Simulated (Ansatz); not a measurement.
# F2Si, SMILES F[Si]F: a composite energy at a relaxed geometry

Program: Ansatz's Python interface.

The cells in order, each with its output:

**Cell 1**
```python
import itertools

import ansatz as az
from ase import Atoms
from ase.data import atomic_numbers, covalent_radii
import numpy as np
```

**Cell 2**
```python
atoms = Atoms(["F", "Si", "F"], positions=[
    [0.14735, 1.31247, 0.22629],
    [-0.57136, -0.04441, -0.31699],
    [0.42401, -1.26805, 0.0907],
])
molecule = az.Crystal.molecule_from_ase(atoms)
```

**Cell 3**
```python
calc = (
    molecule.calculation()
    .basis(gaussian="def2-SVP")
    .functional("b3lyp", dispersion="d3bj")
)
symbols = [site.symbol for site in molecule.cartesian_sites]
start = np.array([site.position_ang for site in molecule.cartesian_sites], dtype=float)
r = calc.relax(force_tolerance=0.01).run(threads=1, pin="off").report
end = np.array(r["positions_ang"])
radius = [covalent_radii[atomic_numbers[s]] for s in symbols]
span = lambda where, i, j: np.linalg.norm(where[i] - where[j])
bonded = [(i, j) for i, j in itertools.combinations(range(len(symbols)), 2) if min(span(start, i, j), span(end, i, j)) < 1.2 * (radius[i] + radius[j])]
print("pair        before    after (A)")
for i, j in bonded:
    print(f"{symbols[i]}{i}-{symbols[j]}{j}".ljust(10), f"{span(start, i, j):8.4f} {span(end, i, j):8.4f}")
```
Output:
```text
pair        before    after (A)
F0-Si1       1.6287   1.6312
Si1-F2       1.6292   1.6312
```

**Cell 4**
```python
minimum = az.Crystal.molecule()
for symbol, place in zip(symbols, end):
    minimum = minimum.atom(symbol, place.tolist())
at_minimum = minimum.calculation()
level = lambda method, basis: at_minimum.basis(gaussian=basis).correlation(method).run(threads=1, pin="off").report
small, large, cluster = level("mp2", "cc-pVDZ"), level("mp2", "cc-pVTZ"), level("ccsd_t", "cc-pVDZ")
corr = lambda each: (each["free_energy_ev"] - each["reference_energy_ev"]) / 27.211386246
mp2_limit = (27 * corr(large) - 8 * corr(small)) / 19
pieces = {"HF / cc-pVTZ": large["reference_energy_ev"] / 27.211386246, "MP2 correlation, DZ-TZ limit": mp2_limit, "CCSD(T) - MP2 / cc-pVDZ": corr(cluster) - corr(small)}
for name, value in pieces.items():
    print(f"{name:32s} {value:14.6f} Ha")
print(f"{'sum':32s} {sum(pieces.values()):14.6f} Ha")
print("T1 diagnostic", round(cluster["correlation"]["coupled_cluster"]["t1_diagnostic"], 4))
```
Output:
```text
HF / cc-pVTZ                        -487.995798 Ha
MP2 correlation, DZ-TZ limit          -0.665202 Ha
CCSD(T) - MP2 / cc-pVDZ               -0.021433 Ha
sum                                 -488.682432 Ha
T1 diagnostic 0.0162
```

Reading the output:
- Total energies depend on the basis set; only differences at equal settings carry meaning.
- The sum leaves out core correlation, relativity, the Hartree-Fock basis error and zero-point energy; a DZ-TZ extrapolation is rough.
- b3lyp holds the VWN-RPA fit, as in Gaussian; the form of ORCA and Turbomole is b3lyp5.
- Inner cores stay frozen, so this is valence correlation.
- For Al to Cl the sets with a tight d function, cc-pV(X+d)Z, are usual.
- The whole script took 5.1 s on 1 thread of Arm Neoverse V2 (shared host), peak memory 0.2 GiB.
